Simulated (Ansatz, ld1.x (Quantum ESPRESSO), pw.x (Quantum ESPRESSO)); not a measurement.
## From atom to crystal: PAW potential for promethium

promethium (Pm), PAW, made with ld1.x (Quantum ESPRESSO) 7.5 (PBEsol, scalar-relativistic). Core [Kr] 4d10, reference 4f4 5s2 5p6 5d1 6s2 6p0. Waves: 5s (bound): rcut 1.85, rcutus 2.25 bohr; 6s (bound): rcut 1.85, rcutus 2.25 bohr; 5p (bound): rcut 2.15, rcutus 2.55 bohr; 6p (bound, empty): rcut 2.15, rcutus 2.55 bohr; 5d (bound): rcut 2.25, rcutus 3.05 bohr; 5d channel at 1.6 Ry: rcut 2.25, rcutus 3.05 bohr; 4f (bound): rcut 1.40, rcutus 1.60 bohr; 4f channel at 3.1 Ry: rcut 1.40, rcutus 1.60 bohr. Local part: all-electron potential smoothed inside 1.95 bohr (lloc = -1). Core correction: Bessel-smoothed model core, default radius (core density twice the valence density). Augmentation charge: PSQ, inside the norm-conserving radii.

Crystal test: fcc Pm in pw.x 7.5, no spin, 13³ k-points, Fermi–Dirac smearing 0.01 Ry, cutoffs 110/880 Ry. The lattice is a test structure that the element need not adopt, and mesh and smearing are coarse. Spin polarisation and strong correlation are left out, which matters for this element.

pw.x input:

```
&control
  calculation='scf', prefix='x', pseudo_dir='./', outdir='./tmp', tstress=.true., disk_io='none'
/
&system
  ibrav=0, nat=1, ntyp=1, ecutwfc=110, ecutrho=880, nbnd=15,
  occupations='smearing', smearing='fd', degauss=0.01
/
&electrons
  conv_thr=1e-09, mixing_beta=0.4, electron_maxstep=70
/
ATOMIC_SPECIES
Pm 1.0 Pm.UPF
CELL_PARAMETERS angstrom
  0.00000000 2.17879068 2.17879068
  2.17879068 0.00000000 2.17879068
  2.17879068 2.17879068 0.00000000
ATOMIC_POSITIONS crystal
Pm 0.0000 0.0000 0.0000
K_POINTS automatic
13 13 13 0 0 0
```

```bash
pw.x < Pm.scf.in > Pm.scf.out
```

How does the run end?

Failed (cdiaghg: S matrix not positive definite). The atomic test gives a lowest overlap eigenvalue of -0.38 in the d channel. The largest radius (3.05 bohr) exceeds half the bond length (2.91 bohr), so the spheres overlap, which is one possible source of error among others. The ghost test of this file was not conclusive. Its overlap operator is not positive definite. Atomic configuration tests: test run stopped at test 4 of 7 (negative rho). The log shows:

```
Message from routine setup:
     using ibrav=0 with symmetry is DISCOURAGED, use correct ibrav instead
     lattice parameter (alat)  =       5.8228  a.u.
     unit-cell volume          =     139.5960 (a.u.)^3
     number of electrons       =        15.00
     number of Kohn-Sham states=           15
     kinetic-energy cutoff     =     110.0000  Ry
     charge density cutoff     =     880.0000  Ry
     scf convergence threshold =      1.0E-09
     Exchange-correlation= SLA  PW   PSX  PSC
     number of k points=    84  Fermi-Dirac smearing, width (Ry)=  0.0100
     iteration #  1     ecut=   110.00 Ry     beta= 0.40
     Error in routine cdiaghg (59):
     S matrix not positive definite
```
